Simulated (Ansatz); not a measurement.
## Fe, bcc: geometry optimisation

Method: DFT, LDA (PW92), plane waves (420 eV) with PAW, scalar-relativistic in Ansatz. (PAW data from PBE, frozen cores regenerated.)

k-point mesh 15×15×15, Fermi-Dirac smearing 0.05 eV, starting moments 2.50 μB. Cell and atoms relax.

Starting structure:

```yaml
crystal:
  lattice:
    - [-1.43325, 1.43325, 1.43325]
    - [1.43325, -1.43325, 1.43325]
    - [1.43325, 1.43325, -1.43325]
  atoms:
    - { symbol: Fe, position: [0.0, 0.0, 0.0], spin: 2.5 }
hamiltonian:
  xc: lda
  pseudopotentials:
    kind: paw
    azcp:
      Fe: "pseudopotentials/Fe.paw.azcp"
basis:
  ecutwfc: 420
  fft_grid_basis: typed
kpoints:
  mp_grid: { grid: [15, 15, 15], shift: [0, 0, 0] }
magnetization:
  spin_polarized: true
scf:
  occupations: { method: fermi_dirac, width: 0.05 }
relax:
  max_steps: 60
  f_tol: 0.01
  cell: {}
```

Q: The pressure at the start is -22.9 GPa. By how much does the volume change?

A: From 11.78 to 10.39 Å³ per atom, -11.8 %. The final cell has a = 2.749 Å.

Q: How much energy does the relaxation gain?

A: 110.7 meV per atom.

Path of the relaxation (the plane waves are chosen anew near the end, which can shift the energy a little):

| step | E − E(final) (meV/atom) | V (Å³/atom) | P (GPa) | max force (eV/Å) |
| --- | --- | --- | --- | --- |
| 0 | 110.72 | 11.777 | -22.93 | 0.000 |
| 1 | 15.66 | 10.881 | -9.93 | 0.000 |
| 2 | -0.05 | 10.284 | 2.72 | 0.000 |
| 3 | -0.81 | 10.407 | -0.31 | 0.000 |
| 4 | -0.84 | 10.394 | 0.00 | 0.000 |
| 5 | 0.01 | 10.394 | -0.11 | 0.000 |
| 6 | 0.00 | 10.389 | 0.00 | 0.000 |
| 7 | 0.00 | 10.389 | 0.00 | 0.000 |

Q: Which magnetic state does it end in?

A: ferromagnetic, net 1.97 μB per atom; moments 1.97 μB.
